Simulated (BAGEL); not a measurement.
# CH5AlO (SMILES [CH3][AlH][OH]) at HF/aug-cc-pVDZ (density fitting with qzvpp-jkfit)

What is the vertical ionisation energy of CH5AlO at HF/aug-cc-pVDZ (density fitting with qzvpp-jkfit)? 

Program for the calculation: BAGEL 1.2.2.

3 further runs of the same task are left out: 2 that didn't finish, 1 set aside as unsound or not needed.

## Step 1: The structure to begin with

The species is CH5AlO (8 atoms), meant as a singlet with charge 0. SMILES: `[CH3][AlH][OH]`. Geometry: relaxed at PBE0-D4/def2-TZVP. This is one conformer, not always the lowest.

Bond lengths: C1–Al2 1.941 Å, Al2–O3 1.701 Å, C1–H4 1.095 Å, C1–H5 1.092 Å, C1–H6 1.095 Å, Al2–H7 1.589 Å, O3–H8 0.956 Å. Angles: C1–Al2–O3 117.6°, C1–Al2–H7 124.2°, O3–Al2–H7 118.3°, Al2–C1–H4 111.0°, Al2–C1–H5 111.9°, Al2–C1–H6 111.2°, Al2–O3–H8 122.5°, H4–C1–H5 107.9°, H4–C1–H6 106.4°, H5–C1–H6 108.2°.

## Step 2: The energy at HF/aug-cc-pVDZ (density fitting with qzvpp-jkfit)

File input.json:

```json
{ "bagel": [

{
  "title": "molecule",
  "basis": "aug-cc-pvdz.json",
  "df_basis": "qzvpp-jkfit",
  "angstrom": "true",
  "geometry": [
    { "atom": "C", "xyz": [   -0.777900,    0.982200,   -0.070900 ] },
    { "atom": "Al", "xyz": [    0.579700,   -0.394200,   -0.239900 ] },
    { "atom": "O", "xyz": [    0.544600,   -1.676400,    0.876800 ] },
    { "atom": "H", "xyz": [   -0.325100,    1.954500,    0.149300 ] },
    { "atom": "H", "xyz": [   -1.491400,    0.755400,    0.724300 ] },
    { "atom": "H", "xyz": [   -1.335700,    1.105000,   -1.004800 ] },
    { "atom": "H", "xyz": [    1.716800,   -0.394500,   -1.350200 ] },
    { "atom": "H", "xyz": [    1.181200,   -2.389100,    0.859500 ] }
  ]
},
{
  "title": "hf"
},
{
  "title": "print",
  "file": "orbitals.molden",
  "orbitals": "true"
}

]}
```

The basis set aug-cc-pVDZ is read from a file made from the Basis Set Exchange's data (not shown).

The run is started by

```sh
$ BAGEL_NUM_THREADS=1 BAGEL input.json > input.out
```

What it wrote:

```text
* using 1 threads per process

  ===============================================================
  ===============================================================

  *** Geometry ***

  { "atom" : "C", "xyz" : [     -1.470018,      1.856089,     -0.133982 ] },
  { "atom" : "Al", "xyz" : [      1.095474,     -0.744930,     -0.453345 ] },
  { "atom" : "O", "xyz" : [      1.029145,     -3.167937,      1.656912 ] },
  { "atom" : "H", "xyz" : [     -0.614350,      3.693470,      0.282136 ] },
  { "atom" : "H", "xyz" : [     -2.818338,      1.427499,      1.368729 ] },
  { "atom" : "H", "xyz" : [     -2.524107,      2.088147,     -1.898797 ] },
  { "atom" : "H", "xyz" : [      3.244282,     -0.745497,     -2.551508 ] },
  { "atom" : "H", "xyz" : [      2.232144,     -4.514745,      1.624220 ] },

  Number of auxiliary basis functions:      370

  Since a DF basis is specified, we compute 2- and 3-index integrals:
    o Being stored without compression. Storage requirement is 0.041 GB

  Number of basis functions:      118
  Number of electrons      :       32

    * METHOD: MOLECULE                             0.18

  *** RHF ***

  === Nuclear Repulsion ===
    98.9765195895

      * DIIS with orbital gradients will be used.

  === RHF iteration (aug-cc-pvdz.json) ===
      0       -357.18506932          0.02350473           0.05
      1       -357.44934142          0.01734287           0.05
      2       -357.62592898          0.00233350           0.05
      3       -357.62877361          0.00105677           0.05
      4       -357.62956424          0.00016245           0.05
      5       -357.62958448          0.00002565           0.05
      6       -357.62958508          0.00000526           0.05
      7       -357.62958510          0.00000116           0.05
      8       -357.62958511          0.00000030           0.05
      9       -357.62958511          0.00000010           0.05
     10       -357.62958511          0.00000004           0.05
     11       -357.62958511          0.00000001           0.05
     12       -357.62958511          0.00000000           0.05
    * SCF iteration converged.

    * Permanent dipole moment:
           (   -0.218392,    -0.006912,     0.217849) a.u.

    * METHOD: HF                                   0.78

    * METHOD: PRINT                                0.04

  ===============================================================
```

It took 1.1 s on 1 thread of Arm Neoverse V1, shared host; peak memory 0.12 GiB.

## Step 3: The doublet cation

File input.json:

```json
{ "bagel" : [

{
  "title" : "molecule",
  "basis" : "aug-cc-pvdz.json",
  "df_basis" : "qzvpp-jkfit",
  "angstrom" : true,
  "geometry" : [
    { "atom" : "C", "xyz" : [      -0.777900,       0.982200,      -0.070900 ] },
    { "atom" : "Al", "xyz" : [       0.579700,      -0.394200,      -0.239900 ] },
    { "atom" : "O", "xyz" : [       0.544600,      -1.676400,       0.876800 ] },
    { "atom" : "H", "xyz" : [      -0.325100,       1.954500,       0.149300 ] },
    { "atom" : "H", "xyz" : [      -1.491400,       0.755400,       0.724300 ] },
    { "atom" : "H", "xyz" : [      -1.335700,       1.105000,      -1.004800 ] },
    { "atom" : "H", "xyz" : [       1.716800,      -0.394500,      -1.350200 ] },
    { "atom" : "H", "xyz" : [       1.181200,      -2.389100,       0.859500 ] }
  ]
},

{ "title" : "uhf", "charge" : 1, "nopen" : 1 },

{ "title" : "print", "file" : "orbitals.molden", "orbitals" : true }

]}
```

The basis set aug-cc-pVDZ is read from a file made from the Basis Set Exchange's data (not shown).

The run is started by

```sh
$ BAGEL_NUM_THREADS=1 BAGEL input.json > input.out
```

What it wrote:

```text
* using 1 threads per process

  ===============================================================
  ===============================================================

  *** Geometry ***

  { "atom" : "C", "xyz" : [     -1.470018,      1.856089,     -0.133982 ] },
  { "atom" : "Al", "xyz" : [      1.095474,     -0.744930,     -0.453345 ] },
  { "atom" : "O", "xyz" : [      1.029145,     -3.167937,      1.656912 ] },
  { "atom" : "H", "xyz" : [     -0.614350,      3.693470,      0.282136 ] },
  { "atom" : "H", "xyz" : [     -2.818338,      1.427499,      1.368729 ] },
  { "atom" : "H", "xyz" : [     -2.524107,      2.088147,     -1.898797 ] },
  { "atom" : "H", "xyz" : [      3.244282,     -0.745497,     -2.551508 ] },
  { "atom" : "H", "xyz" : [      2.232144,     -4.514745,      1.624220 ] },

  Number of auxiliary basis functions:      370

  Since a DF basis is specified, we compute 2- and 3-index integrals:
    o Being stored without compression. Storage requirement is 0.041 GB

  Number of basis functions:      118
  Number of electrons      :       32

    * METHOD: MOLECULE                             0.17

  *** Open-shell HF ***

  === Nuclear Repulsion ===
    98.9765195895

      * DIIS with orbital gradients will be used.

  === UHF iteration (aug-cc-pvdz.json) ===
      0       -356.85588944          0.04174559           0.09
      1       -357.05927940          0.03647650           0.09
      2       -357.16431789          0.02145342           0.10
      3       -357.26345741          0.00271526           0.10
      4       -357.26683030          0.00136874           0.10
      5       -357.26816609          0.00080517           0.10
      6       -357.26941732          0.00053854           0.10
      7       -357.27025506          0.00032183           0.10
      8       -357.27064336          0.00020473           0.10
      9       -357.27090093          0.00006974           0.10
     10       -357.27093599          0.00003977           0.10
     11       -357.27094467          0.00002038           0.10
     12       -357.27094561          0.00000815           0.10
     13       -357.27094581          0.00000461           0.10
     14       -357.27094586          0.00000222           0.09
     15       -357.27094589          0.00000102           0.10
     16       -357.27094590          0.00000048           0.10
     17       -357.27094590          0.00000023           0.10
     18       -357.27094590          0.00000015           0.09
     19       -357.27094590          0.00000013           0.10
     20       -357.27094590          0.00000009           0.10
     21       -357.27094590          0.00000005           0.09
     22       -357.27094590          0.00000003           0.09
     23       -357.27094590          0.00000002           0.10
     24       -357.27094590          0.00000001           0.10
     25       -357.27094590          0.00000001           0.10
    * SCF iteration converged.

    * S^2 (UHF) is 0.7942

    * Permanent dipole moment:
           (    0.273773,    -1.366590,     0.881339) a.u.

    * METHOD: UHF                                  2.64

    * METHOD: PRINT                                0.04

  ===============================================================
```

Run time: 3 s. Hardware: 1 thread of Arm Neoverse V1, shared host; peak memory 0.12 GiB.

## Step 4: Outcome

Level: HF/aug-cc-pVDZ (density fitting with qzvpp-jkfit).

| quantity | value |
| --- | --- |
| singlet CH5AlO: total energy | -357.62959 Eh |
| singlet CH5AlO: dipole moment | 0.78 D |
| singlet CH5AlO: HOMO energy | -11.12 eV |
| singlet CH5AlO: LUMO energy | 0.77 eV |
| singlet CH5AlO: HOMO–LUMO gap | 11.89 eV |
| doublet cation: total energy | -357.27095 Eh |
| doublet cation: ⟨S²⟩ | 0.794 |
| vertical ionisation energy (to the doublet cation) | 9.759 eV |

**Reading.** The vertical ionisation energy comes to 9.76 eV (942 kJ/mol). The negative HOMO energy of the first species, 11.12 eV, lies 1.36 eV above that difference.
